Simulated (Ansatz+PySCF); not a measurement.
## doublet H2O2(+): levels of theory in one basis

```xyz
4

O     0.0000    0.4196    0.5018
O     0.0000   -0.4196   -0.5018
H     0.0000   -0.1485    1.2982
H     0.0000    0.1485   -1.2982
```

Basis set: cc-pVTZ (spherical functions). Left uncorrelated: 2 orbitals. Correlation on ROHF uses semicanonical orbitals with singles. Charge 1, multiplicity 2.

Computed with Ansatz (development build ahead of 0.2.0) and PySCF 2.14.0; the reference of a correlated method needn't be the lowest determinant of its kind.

| method | E − E(ROHF) (eV) | <S²> of the determinant |
| --- | --- | --- |
| ROHF | 0.00 | 0.75 |
| UHF | -0.30 | 0.77 |
| ROHF-MP2 | -13.08 | – |
| UHF-MP2 | -13.03 | 0.77 |

(1) What does ROHF-CCSD(T) give on the same scale?

Answers

(1) -13.71 eV.

Caution for ROHF, ROHF-MP2: the determinant breaks the point group. Caution for ROHF-MP2, UHF-MP2: forces differ strongly between restricted and unrestricted references; MP2 on this radical cation hangs on the determinant chosen. Caution for ROHF-MP2: another reference gives a lower total. Caution for ROHF-CCSD(T): the determinant is a saddle point.
